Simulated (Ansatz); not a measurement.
## PH₂⁻: how the vertical detachment to the doublet moves with the basis

PH2⁻, singlet; coordinates (Å): P 0.000 -0.061 0.000; H 0.000 0.940 -1.030; H 0.000 0.940 1.030. Quantity: vertical detachment to the doublet.

Ansatz 0.2.0, basis aug-cc-pVDZ or aug-cc-pVTZ; geometries are PBE0/def2-TZVP minima. Wave-function levels freeze the cores; HF, MP2 and coupled cluster are restricted for singlets and unrestricted otherwise, Kohn–Sham unrestricted where that lies lower. NEVPT2 and MRCISD+Q stand on CASSCF in the full valence space. The reference is CCSDT(Q) (coupled cluster only where its series has nearly closed). Semilocal and hybrid functionals correlate all electrons outside any core potential and usually lie nearer their basis limit than the reference, so part of their error here is the reference's basis and frozen-core error; RPA and the MP2 part of double hybrids freeze the same cores as the reference. None of these values is a measured one. Energies are electronic, without zero-point terms. No spin–orbit coupling and no scalar relativity. The species are chosen: bound, without strong static correlation by their natural occupations or amplitudes, in their lowest spin state as far as vertical gaps and like structures tell, with only the lowest ion state computed, and with a ladder that closes on the reference, so errors are smaller than for species at large; levels whose determinant breaks symmetry or spin markedly are left out.

| level | aug-cc-pVDZ (eV) | aug-cc-pVTZ (eV) |
| --- | --- | --- |
| reference | 1.050 (CCSDT(Q)) | 1.194 (CCSDT(Q)) |
| CCSD | 0.977 | 1.095 |
| CCSD(T) | 1.044 | 1.189 |
| NEVPT2 | 0.745 | 0.850 |
| MRCISD+Q | 1.012 | 1.137 |
| PBE | 1.229 | 1.239 |
| PBE0 | 1.151 | 1.156 |
| B2PLYP | 1.124 | 1.172 |

From aug-cc-pVDZ to aug-cc-pVTZ the reference moves by 0.144 eV and PBE by 0.010; the step from CCSD(T) to the reference is 0.006 in the first and 0.005 in the last.
